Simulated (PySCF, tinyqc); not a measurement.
Worked calculation: MP2 on RHF in the sto-6g basis, frozen core, for BH, spin multiplicity 1. The lowest restricted solution is unstable here: a spin-polarised one lies 0.0066 hartree lower (PySCF). One step of it, computed by the program tinyqc.

Question. Second-order Moller-Plesset energy. E2 = sum_ijab (ia|jb) [2 (ia|jb) - (ib|ja)] / (e_i + e_j - e_a - e_b) over occupied i, j and virtual a, b; the opposite-spin part is (ia|jb)^2 / denominator, the rest is same-spin, and SCS-MP2 scales them by 6/5 and 1/3.

orbital energies (hartree): MO1 -7.465271, MO2 -0.485193, MO3 -0.245155, MO4 0.253069, MO5 0.253069, MO6 0.431630

Two-electron integrals over orbitals (pq|rs), unique and non-zero (hartree); the lowest 1 orbital is frozen and left out:
```
(22|22) 0.485487    (32|22) -0.028574   (32|32) 0.115557    (33|22) 0.437577
(33|32) 0.026796    (33|33) 0.488457    (42|42) 0.078366    (43|42) 0.043605
(43|43) 0.043651    (44|22) 0.466630    (44|32) 0.075316    (44|33) 0.452399
(44|44) 0.587109    (52|52) 0.078366    (53|52) 0.043605    (53|53) 0.043651
(54|54) 0.031641    (55|22) 0.466630    (55|32) 0.075316    (55|33) 0.452399
(55|44) 0.523827    (55|55) 0.587109    (62|22) 0.046474    (62|32) 0.034888
(62|33) -0.011624   (62|44) 0.088370    (62|55) 0.088370    (62|62) 0.102584
(63|22) 0.003300    (63|32) -0.103739   (63|33) -0.035657   (63|44) -0.081800
(63|55) -0.081800   (63|62) -0.061616   (63|63) 0.123542    (64|42) 0.030456
(64|43) 0.000999    (64|64) 0.027534    (65|52) 0.030456    (65|53) 0.000999
(65|65) 0.027534    (66|22) 0.497916    (66|32) -0.059110   (66|33) 0.462463
(66|44) 0.447431    (66|55) 0.447431    (66|62) 0.016332    (66|63) 0.033136
(66|66) 0.551385
```

Hartree-Fock energy = -24.94395530 hartree

Give: Terms; Pair energies; MP2 correlation energy; SCS-MP2 correlation energy; MP2 total energy.

Answer.

Terms:
```
i  j  a  b  (ia|jb)  (ib|ja)  denominator     term
3  3  6  6   0.1235   0.1235      -1.3536  -0.0113
2  2  6  6   0.1026   0.1026      -1.8336  -0.0057
2  2  5  5   0.0784   0.0784      -1.4765  -0.0042
2  2  4  4   0.0784   0.0784      -1.4765  -0.0042
3  2  6  6  -0.0616  -0.0616      -1.5936  -0.0024
2  3  6  6  -0.0616  -0.0616      -1.5936  -0.0024
3  3  5  5   0.0437   0.0437      -0.9964  -0.0019
3  3  4  4   0.0437   0.0437      -0.9964  -0.0019
2  3  5  5   0.0436   0.0436      -1.2365  -0.0015
3  2  5  5   0.0436   0.0436      -1.2365  -0.0015
2  3  4  4   0.0436   0.0436      -1.2365  -0.0015
3  2  4  4   0.0436   0.0436      -1.2365  -0.0015
```

Pair energies (hartree; pair i-j sums ij and ji):
```
pair  opposite spin  same spin
2-2         -0.0141     0.0000
3-2         -0.0109     0.0000
3-3         -0.0151     0.0000
```

MP2 correlation energy = -0.040073 hartree

SCS-MP2 correlation energy = -0.048088 hartree

MP2 total energy = -24.984029 hartree
